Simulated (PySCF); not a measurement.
Compound: C3H4F2.
Geometry (PBE0-D3(BJ)/def2-SVP, Å), atoms numbered from 1 in this order:
```
atom  x, y, z in Å
C1     1.2966    0.0061    0.5720
C2     0.2216    0.4746   -0.0456
F3     0.1263    1.7432   -0.4552
C4    -1.0213   -0.2824   -0.3857
F5    -0.9349   -1.5770    0.0274
H6     1.3144   -1.0380    0.8818
H7     2.1532    0.6514    0.7701
H8    -1.1819   -0.2497   -1.4788
H9    -1.8900    0.2045    0.0937
```

The closed-shell ground state was solved at several levels (PySCF, density fitting, gas phase, non-relativistic).

```
              level  basis functions  HOMO (eV)  LUMO (eV)  gap (eV)  dipole (D)
        B3LYP/pcJ-1              175      -7.40       0.02      7.42        0.43
      PBE0/pcSseg-1              105      -7.63       0.28      7.91        0.45
CAM-B3LYP/def2-SVPD              138      -9.11       1.20     10.31        0.32
```

**Question.** What might HF/pcSseg-2 (236 basis functions) give for the same quantities?

**Answer.** HOMO -10.35 eV, LUMO 2.83 eV, gap 13.18 eV, dipole 0.35 D.

**Question.** Over all these levels, which gives the widest orbital gap and which the narrowest?

**Answer.** HF/pcSseg-2 (Hartree–Fock, all exact exchange) has the widest, 13.18 eV, and B3LYP/pcJ-1 (global hybrid, 20 % exact exchange) the narrowest, 7.42 eV. Functional and basis both differ between the two, so the spread mixes both effects.

**Question.** How far do the dipole and the HOMO energy spread over the levels?

**Answer.** The dipole runs from 0.32 to 0.45 D (mean 0.39 D) and the HOMO from -10.35 to -7.40 eV.

One conformer stands for the species.
